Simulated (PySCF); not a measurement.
**SiB: from the state search to spectroscopic constants**

One table from this session's results is given with a row withheld; the runs are named, their logs left out.

Computed with PySCF 2.14.0. Level: Si def2-TZVPPD, B def2-TZVPPD, no relativity.

Set-up of the first run:

A driver script around PySCF takes these settings:

* atoms: Si, B
* charge: 0
* basis: Si def2-TZVPPD, B def2-TZVPPD
* Hamiltonian: no relativity
* basis functions: 85
* electrons treated: 19
* masses in u: 27.9769, 11.0093
* levels: PBE0, PBE, r²SCAN, BLYP, M06-2X, r²SCANh, TPSSh, MN15, ωB97M-V, HF, MP2, SCS-MP2, CCSD, CCSD(T)
* grid: 80 radial by 434 angular points
* occupations: held fixed by the projection of orbital angular momentum
* dissociation limit: Si + B, each in its ground configuration
* starting distance in angstrom: 1.930
* values of 2S to try: 1, 3

On the command line:

```sh
OMP_NUM_THREADS=2 python dia.py task.json out
```

Steps of the session up to this table: The job; PBE0 along the bond; Other states along the same grid; PBE (GGA); r²SCAN (meta-GGA); BLYP (GGA); M06-2X (hybrid meta-GGA); r²SCANh; TPSSh; MN15; ωB97M-V; UHF (mean field); Adding correlation.

One of the session's tables, all rows but one given; the rest of the session is left out.

Energy (eV) from each level's lowest point:

| R (Å) | UHF | UHF-MP2 | UHF-SCS-MP2 | UHF-CCSD | UHF-CCSD(T) |
| --- | --- | --- | --- | --- | --- |
| 1.643 | 0.760 | 0.911 | 0.892 | n/a | n/a |
| 1.719 | 0.288 | 0.402 | 0.390 | 0.410 | 0.451 |
| 1.795 | 0.056 | 0.123 | 0.116 | 0.127 | 0.153 |
| 1.853 | 0.000 | 0.025 | 0.022 | 0.028 | 0.040 |
| 1.910 | ? | ? | ? | ? | ? |
| 1.967 | 0.096 | 0.030 | 0.032 | 0.027 | 0.015 |
| 2.044 | 0.256 | 0.137 | 0.137 | 0.125 | 0.098 |
| 2.139 | 0.502 | 0.353 | 0.342 | 0.310 | 0.269 |
| 2.254 | 0.802 | 0.691 | 0.655 | 0.581 | 0.532 |
| 2.407 | 1.160 | 1.183 | 1.097 | n/a | n/a |

**Question.** Estimate the row for R (Å) = 1.910.

Worked estimate for «UHF». A straight line through the neighbours (1.853, 0.000) and (1.967, 0.096) gives 0.000 + (0.096 − 0.000) × (1.910 − 1.853) / (1.967 − 1.853) = 0.048; a parabola fitted to 4 rows on both sides gives 0.023.

The run gave: UHF: 0.020; UHF-MP2: 0.000; UHF-SCS-MP2: 0.000; UHF-CCSD: 0.000; UHF-CCSD(T): 0.000. In «UHF» the line misses by +0.028 and the parabola by +0.003.
